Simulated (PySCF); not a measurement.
PySCF input (BP86/def2-SVP):

```python
from pyscf import gto, dft

mol = gto.M(
    atom='''
    C    -0.04018470    1.15654088    0.00773656
    S    -0.05235919   -0.66642908   -0.00484680
    H     1.27920297   -0.84038919    0.00081397
    H    -1.08380254    1.46636619    0.00449144
    H     0.43713012    1.54268855    0.90584820
    H     0.44632472    1.55495443   -0.88002423
    ''',
    basis='def2-svp',
    charge=0,
    spin=0,
    verbose=4,
)

mf = dft.RKS(mol, xc='bp86')
mf.grids.level = 3
mf.conv_tol = 1e-9
mf.max_cycle = 100
mf.max_memory = 1500
mf.kernel()
if not mf.converged:
    mf = mf.newton()
    mf.kernel(mf.make_rdm1())
mf.dip_moment()
```

### Question
What final total energy does it give?

### Answer
-438.58244 Eh.
